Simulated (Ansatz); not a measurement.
This Ansatz (a first-principles code) input (B2PLYP/aug-pcseg-3) gives -959.49067 Eh with 361 basis functions.

Ansatz 0.2 input:
```yaml
crystal:
  periodic: [false, false, false]
  atoms:
    - {symbol: C, position_ang: [0.00394345, 0.00524516, 0.76725426]}
    - {symbol: Cl, position_ang: [-0.01752138, 1.48253369, -0.22626440]}
    - {symbol: Cl, position_ang: [0.01529894, -1.48548974, -0.20614288]}
    - {symbol: H, position_ang: [-0.89039947, -0.00050138, 1.37837936]}
    - {symbol: H, position_ang: [0.90452024, 0.01928333, 1.36901878]}
basis:
  gaussian:
    orbitals: aug-pcseg-3
hamiltonian:
  xc: {name: B2PLYP}
magnetization: {spin_polarized: false}
correlation: {electrons: outside_noble_gas}
```

Change:
```diff
- orbitals: aug-pcseg-3
+ orbitals: pcseg-2
```

Question: What does the run give now?

Answer: -959.45361 Eh (B2PLYP/pcseg-2, 126 functions), a change of +37.06 mEh.
